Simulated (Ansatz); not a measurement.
Species: CH3Cl, charge 1, multiplicity 2. 
Structure (B3LYP-D3(BJ)/def2-TZVP (Ansatz, a quantum-chemistry and plane-wave program) minimum search):
```xyz
5

C      0.0122    -0.0737    -1.0984
Cl    -0.0068     0.0276     0.6401
H     -0.0090     1.0045    -1.4064
H      0.9613    -0.4947    -1.4329
H     -0.9105    -0.5366    -1.4509
```
Charge +1, spin multiplicity 2.

Basis-set convergence of Hartree-Fock and CCSD(T) correlation energies (hartree) with Ansatz. Correlated levels leave the core frozen unless marked. Open shells are spin-unrestricted. No spin-orbit coupling. No relativistic terms.

```
basis            functions       E(HF)  E(corr, CCSD(T))
---------------  ---------  ----------  ----------------
aug-cc-pV(D+d)Z         82  -498.74353          -0.31802
aug-cc-pV(T+d)Z        170         [?]               [?]
```

Q: Complete the blanks.

A: 
- aug-cc-pV(T+d)Z, E(HF): -498.77148
- aug-cc-pV(T+d)Z, E(corr, CCSD(T)): -0.39151
